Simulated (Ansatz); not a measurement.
[SiH3···H···H], doublet along the distance Si1-H5

Starting geometry:

```json
{"atom": "Si", "x (Å)": "-0.0870", "y (Å)": "0.0000", "z (Å)": "0.0000"}
{"atom": "H", "x (Å)": "-0.5819", "y (Å)": "1.3997", "z (Å)": "0.0000"}
{"atom": "H", "x (Å)": "-0.5819", "y (Å)": "-0.6999", "z (Å)": "1.2122"}
{"atom": "H", "x (Å)": "-0.5819", "y (Å)": "-0.6999", "z (Å)": "-1.2122"}
{"atom": "H", "x (Å)": "1.3976", "y (Å)": "0.0000", "z (Å)": "0.0000"}
{"atom": "H", "x (Å)": "2.7730", "y (Å)": "0.0000", "z (Å)": "0.0000"}
```

From there H5 is moved from one fragment to the other while all else, the fragments' distance too, stays fixed, so the hump isn't the reaction's barrier; atoms are numbered as listed. Energies are in kcal/mol, counted from the starting geometry at the same level.

Basis 6-31G; Ansatz 0.2.0. Only valence electrons are correlated (noble-gas cores frozen). Prefix R: restricted or restricted open-shell reference; prefix U: unrestricted. Active spaces: valence = (9e, 9o) chosen from the atoms' valence shells.

Runs in a small pair space aren't shown, since their orbitals change along the scan.

Full CI is exact within this basis and frozen core; it isn't the basis-set limit. The frozen core follows each run's orbitals, which can shift R against U totals by a few meV.

```csv
distance Si1-H5 (Å),full CI,unpaired electrons (full CI),error RMP2,error UMP2,error UCCSD(T),error RCCSDTQ,error CASSCF (valence space),error NEVPT2 (valence space)
1.381,3.7,1.02,-0.7,-0.6,0.0,0.0,-0.5,0.0
1.485,0.0,1.03,0.0,0.0,0.0,0.0,0.0,0.0
1.575,-0.2,1.03,1.0,0.8,0.0,0.0,0.4,0.0
1.665,0.3,1.03,2.3,1.8,0.1,0.0,0.8,0.0
1.755,-0.1,1.04,3.3,2.8,0.1,0.0,1.2,0.1
1.845,-2.6,1.04,3.5,3.4,0.1,0.0,1.4,0.3
1.935,-7.1,1.03,3.3,3.1,0.1,0.0,1.6,0.5
2.025,-12.0,1.03,2.6,2.4,0.0,0.0,1.8,0.8
2.115,-14.6,1.03,1.8,1.8,0.0,0.0,1.9,1.1
```

Unpaired electrons are Σ n²(2−n)² over natural occupations. Errors are those of relative energies. In total energy the starting point itself misses full CI by: RMP2 16.2, UMP2 16.0, UCCSD(T) 0.2, RCCSDTQ 0.0, CASSCF (valence space) 15.4, NEVPT2 (valence space) 4.4 kcal/mol.

Spread of the error over the points with a reference, to 2.115 Å (largest less smallest): RCCSDTQ 0.0, UCCSD(T) 0.1, NEVPT2 (valence space) 1.1, CASSCF (valence space) 2.4, UMP2 4.0, RMP2 4.2 kcal/mol.
